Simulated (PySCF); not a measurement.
One molecule, one basis, several functionals.

1-methylcyclopropene, C4H6.
Bonds: C1–C2, C2–C3 (double), C3–C4, C2–C4. Hydrogens: H5, H6, H7 on C1; H8 on C3; H9, H10 on C4.

PySCF, def2-SVPD basis, density fitting, gas phase, PBE0-D3(BJ)/def2-SVP geometry; singlet excitations by full TDDFT with frozen cores, triplets by Tamm–Dancoff TDDFT and ionisation energies by ΔSCF, from the lowest of the holes tried. One functional is left out:

```csv
functional,exact exchange (%),HOMO energy (eV),LUMO energy (eV),lowest singlet excitation (eV),lowest triplet excitation (eV),mean polarisability (au),vertical ionisation energy (eV)
LDA,0,-5.79,-0.85,5.99,4.31,49.4,9.19
PBE,0,-5.69,-0.63,5.92,4.15,48.8,9.03
PBE0,25,-6.82,0.44,6.44,4.12,47.3,9.08
BHandHLYP,50,-7.82,1.29,6.58,4.11,46.5,8.99
```

**Question.** Predict the row of B3LYP (20 % exact exchange) by straight lines through the other rows, and check it.

**Answer.** 
| property | line | computed | computed − line | PBE0 (25 %), for comparison |
| --- | --- | --- | --- | --- |
| HOMO energy (eV) | -6.58 | -6.62 | -0.04 | -6.82 |
| LUMO energy (eV) | 0.11 | 0.18 | +0.07 | 0.44 |
| lowest singlet excitation (eV) | 6.25 | 6.26 | +0.01 | 6.44 |
| lowest triplet excitation (eV) | 4.17 | 4.19 | +0.02 | 4.12 |
| mean polarisability (au) | 47.9 | 47.9 | 0.0 | 47.3 |
| vertical ionisation energy (eV) | 9.07 | 9.12 | +0.05 | 9.08 |

**Question.** Which of these properties follows the share of exact exchange most closely, and which least?

**Answer.** Most closely the HOMO energy, least the vertical ionisation energy; the correlations over the tabulated rows are HOMO energy -0.999, LUMO energy 0.993, mean polarisability -0.966, lowest singlet excitation 0.962, lowest triplet excitation -0.663, vertical ionisation energy -0.634. The HOMO energy moves by -0.417 eV for every 10 %. Functionals with the same share still differ in their other parts: at 0 % LDA and PBE differ by 0.10 eV in it.
